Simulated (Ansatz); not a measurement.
The same path of BH$_{4}$NSi (7 atoms, charge 0, multiplicity 1) was run twice with different band settings. The coordinate that changes most is the dihedral H5–Si2–N3–H6.

Level of theory: RKS r2SCAN/def2-SVP in Ansatz 0.2.0.

Relaxed end points:

```xyz
7
Properties=species:S:1:pos:R:3
B -1.733 0.491 -0.245
Si 0.059 0.152 -0.598
N 1.219 -0.318 0.600
H -2.710 1.127 0.024
H 0.471 -0.266 -1.964
H 1.529 -1.285 0.659
H 1.165 0.099 1.524
```

```xyz
7
Properties=species:S:1:pos:R:3
B -1.724 0.498 -0.246
Si 0.061 0.142 -0.611
N 1.214 -0.322 0.596
H -2.698 1.130 0.040
H 0.471 -0.286 -1.974
H 1.177 0.131 1.504
H 1.498 -1.294 0.690
```

Common settings: movable images 9; climbing image yes; spring 5.0 eV/Å²; optimiser quadratic models (default); start path through a guess of the saddle point; force threshold 0.05 eV/Å; end points relaxed.

| run | iteration limit |
| --- | --- |
| 1 | 60 |
| 2 | 6 |

(1) What does each run give, and how far can it be trusted?

## Answers

(1) Run 1: converged after 16 iterations, highest image 0.053 eV above the first end. Beside the main top the profile has a ripple of under 15 meV (maxima at images 3, 7), which may be a very shallow well or noise. A vibrational analysis at the climbing image gives one clearly imaginary mode, 140i cm⁻¹: a first-order saddle point.
Run 2: not converged after 6 iterations, highest image 0.074 eV above the first end. The band didn't meet its force threshold, so its energies are provisional: the largest band force was still 0.62 eV/Å, and over the last iterations the top moved between 0.07 and 0.38 eV.
